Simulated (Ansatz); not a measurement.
Consider the substitution at a C–O bond: `CSCO` + H₂S → `CSCS` + H₂O.

Isolated molecules relaxed with PBE0-D4/def2-TZVP in Ansatz; ΔE leaves out vibrations. CCSD(T)/CBS adds triple-zeta CCSD(T) − MP2 to the extrapolated MP2 energy (def2 sets, frozen cores). This one scheme is used for every species. Functionals use def2-TZVPP. One conformer a species, not always the lowest.

```
       level  ΔE (eV)
      PBE-D4    -0.27
    BHLYP-D4    -0.24
      revPBE    -0.22
MP2/def2-SVP    -0.16
```

Problem. What does CCSD(T)/CBS give? (Estimate.)

Solution. Ansatz gave: -0.34 eV. The listed levels differ from it by 0.07, 0.10, 0.12, 0.18 eV.

Largest T1 diagnostic among the species: 0.011.

In def2-TZVPP, CCSD(T) changes the Hartree–Fock value by −0.14 eV (the triples alone add −0.02 eV) and MP2 by −0.24 eV. The D4 term adds −0.07 eV with B3LYP and −0.04 eV with PBE0; it sums over pairs of atoms, weighted by their polarisabilities, and B3LYP, whose exchange is more repulsive, gets the larger term. At CCSD(T), def2-SVP lies +0.26 eV from the extrapolated value and def2-TZVPP +0.07 eV.

B3LYP here is the variant with VWN-RPA as its local correlation; programs differ in this.
